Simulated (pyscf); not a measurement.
Thermochemistry of product channels of O=Mo(=O)(OH)–OH + H₂ on the singlet surface, in kcal/mol, from ωB97M-D3(BJ)/def2-TZVP energies (ideal gas, 1 atm, RRHO with modes under 100 cm⁻¹ raised to 100, one conformer, R ln 2 for chiral ones without a mode under 150 cm⁻¹). Structures and frequencies: ωB97X-D3(BJ)/def2-SVP in PySCF.

| products | ΔE | ΔH(298 K) | ΔG(900 K) | ΔG(1200 K) |
|---|---|---|---|---|
| O=MoH(OH)(OH)–OH | +10.5 | +14.7 | +38.7 | +46.7 |
| O=MoH(=O)–OH + H₂O | +18.2 | +21.0 | +15.0 | +13.8 |

These are energies of the channels, which say nothing of barriers. Elements past Kr carry the def2 core potentials, without spin-orbit coupling.
